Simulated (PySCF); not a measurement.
Compound: methylamine, CH5N.
Numbering: `[CH3:1][NH2:2]` (hydrogens: H3, H4, H5 on C1; H6, H7 on N2)

Structure used (PBE0-D3(BJ)/def2-TZVP), in Å, numbered top down from 1:
```xyz
7
CH5N angstrom
C     -0.4164   -0.2639   -0.2862
N      0.7666    0.0920    0.4796
H     -0.1253   -0.8838   -1.1368
H     -1.0001    0.5846   -0.6731
H     -1.0807   -0.8680    0.3355
H      1.3787    0.6849   -0.0664
H      0.5098    0.6210    1.3033
```

Computed, not measured: TDDFT CAM-B3LYP/aug-cc-pVTZ, vertical, gas phase, core orbitals frozen in the response in PySCF. Isolated species at its PBE0-D3(BJ)/def2-TZVP geometry, gas phase.

Transition dipole moments from the ground state, in atomic units and in the frame of the coordinates above (overall signs are arbitrary), for the states with f of 0.002 or more among the lowest 10:

```
state  E (hartree)      μx      μy      μz
   S1       0.2055   0.073  -0.286   0.031
   S2       0.2423   0.202  -0.297   0.113
   S4       0.2576   0.416  -0.125   0.271
   S7       0.3117  -0.130   0.097  -0.148
   S8       0.3118  -0.132   0.037   0.072
  S10       0.3237   0.177   0.035   0.096
```

Question: Work out the oscillator strengths.

Answer: f = (2/3) ΔE |μ|² with ΔE in hartree (27.2114 eV).

| state | \|μ\|² (au) | \|μ\| (D) | f |
| --- | --- | --- | --- |
| S1 | 0.088 | 0.75 | 0.012 |
| S2 | 0.142 | 0.96 | 0.023 |
| S4 | 0.263 | 1.30 | 0.045 |
| S7 | 0.048 | 0.56 | 0.010 |
| S8 | 0.024 | 0.39 | 0.005 |
| S10 | 0.042 | 0.52 | 0.009 |

Question: What angle do the transition dipoles of S2 and S4 make?

Answer: |cos θ| = |μa·μb| / (|μa| |μb|) = 0.79, so θ ≈ 38° (taken between 0 and 90°, since the signs are arbitrary).

Question: How is the summed strength of these states shared among x, y and z?

Answer: (2/3) Σ ΔE μα² gives 0.051 for x, 0.031 for y and 0.022 for z, 0.104 in all.

Question: What peak molar absorption coefficient would the strongest computed level give as a lone Gaussian band 0.3 eV wide at half height?

Answer: ε(max) = 2.175×10⁸ f / FWHM, with the width in cm⁻¹. S4: 2.175×10⁸ × 0.0451 / 2420 ≈ 4100 L mol⁻¹ cm⁻¹.

Without π bonds the low states may be Rydberg-like; a valence basis with one diffuse set may place them up to an eV too high.
